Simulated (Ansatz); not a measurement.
A nudged elastic band was laid between two geometries of CH5B + ClH (9 atoms, charge 0, multiplicity 1).

The calculation used RKS PBE/def2-SVP (Ansatz).

```
movable images  : 2
climbing image  : no
spring          : 5.0 eV/Å²
optimiser       : quadratic models (default)
start path      : through a guess of the saddle point
force threshold : 0.05 eV/Å
iteration limit : 60
end points      : relaxed
```

Initial state:

```xyz
9
Properties=species:S:1:pos:R:3
B -0.111 0.133 0.086
H -0.210 0.236 1.311
H 0.993 0.332 -0.385
C -1.401 0.036 -0.782
H -2.261 -0.472 -0.303
H -1.705 1.107 -0.905
H -1.243 -0.358 -1.805
Cl 0.437 -2.516 0.819
H 0.155 -1.421 1.493
```

Final state:

```xyz
9
Properties=species:S:1:pos:R:3
B 0.027 -0.634 -0.748
H -0.077 0.195 3.093
H 1.030 -0.003 -1.020
C -1.407 -0.108 -1.059
H -2.231 -0.809 -0.826
H -1.562 0.832 -0.480
H -1.471 0.206 -2.124
Cl 0.298 -2.188 0.050
H 0.048 -0.416 2.642
```

**Question.** What changes between the two ends?

**Answer.** Bonds broken: B1–H2, Cl8–H9. Bonds formed: B1–Cl8, H2–H9. CH5B + ClH becomes CH4BCl + H2.

**Question.** What energy profile does the band end with?

**Answer.** It converged. The highest image is number 1 of 0 to 3, 16.1 kJ/mol above the first end and 99.5 kJ/mol above the last; the last end lies 83.5 kJ/mol below the first. No image climbed, so the highest image needn't sit at the top of the path. Another band between the same ends, with other settings, climbed to 0.07 eV only, so this may not be the lowest route. So few images can step over the top or miss a turn of the path. The orbitals stay closed-shell, which can raise the energy where a bond breaks towards radicals; this wasn't checked here.

```csv
image,path coordinate (Å),energy (kJ/mol),B1–H2 (Å),Cl8–H9 (Å),B1–Cl8 (Å)
0,0.00,0.0,1.23,1.32,2.80
1,1.56,16.1,1.28,1.46,2.28
2,3.13,-76.2,2.62,2.72,1.77
3,4.69,-83.5,3.93,3.15,1.77
```

**Question.** What is the geometry of the highest image?

**Answer.** 
```xyz
9
Properties=species:S:1:pos:R:3:forces:R:3
B -0.007 -0.169 0.023 0.00 0.02 0.01
H 0.011 0.316 1.211 0.00 -0.01 -0.01
H 1.104 -0.120 -0.457 0.00 0.01 0.00
C -1.372 0.005 -0.755 0.00 0.01 0.00
H -1.968 -0.931 -0.757 0.00 0.01 0.01
H -2.015 0.788 -0.302 0.00 0.00 -0.01
H -1.193 0.277 -1.814 0.00 -0.01 0.00
Cl 0.073 -2.239 0.963 0.00 0.00 0.01
H 0.023 -0.850 1.417 0.00 -0.02 0.00
```

The run took 34 s on 1 thread of Arm Neoverse V2 (shared host), peak memory 0.13 GiB.
